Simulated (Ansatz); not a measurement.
## As$_{2}$H, quartet in cc-pVDZ: errors against UCCSDT(Q)

Geometry: a point of a stretch scan, not a stationary point.

```xyz
3

As    0.0000   -0.0319    1.1306
As    0.0000    0.0118   -1.1469
H     0.0000    1.4955    1.2123
```

Basis cc-pVDZ; Ansatz 0.2.0. Only valence electrons are correlated (noble-gas cores and the filled d shells of p-block atoms frozen), which leaves 11 electrons in 31 orbitals. Prefix R: restricted or restricted open-shell reference; prefix U: unrestricted. Active spaces: valence = (11e, 9o) chosen from the atoms' valence shells. No spin–orbit coupling is included, and no scalar relativity.

Full CI isn't at hand for all of this; UCCSDT(Q) serves as the reference, and is uncertain by about the last step of the cluster series. The frozen core follows each run's orbitals, which can shift R against U totals by a few meV for light atoms and by up to 0.1 eV past Ca.

- UHF ⟨S²⟩: 3.777
- T1 diagnostic (RCCSD): 0.0196
- largest doubles amplitude (RCCSD): 0.056
- T1 diagnostic (UCCSD): 0.0157

Question: From what is known of these methods and the diagnostics, rank them by the size of their error in total energy against UCCSDT(Q) in cc-pVDZ, smallest first (an estimate: the text doesn't fix the numbers).
A. UCCSDT
B. UMP2
C. UCCSD(T)
D. UCCSD
E. UHF

Answer: A (0.8 kJ/mol), C (3.4 kJ/mol), D (16.4 kJ/mol), B (102.8 kJ/mol), E (499.8 kJ/mol).

All errors are against UCCSDT(Q) in cc-pVDZ. Within each family the higher level lies nearer, as is usual though not guaranteed.

Natural occupations of CASSCF (valence space) about the gap: 1.990 1.972 1.966 1.004 1.002 0.997 0.039 0.033; effectively unpaired electrons, Σ n²(2−n)², 3.02.
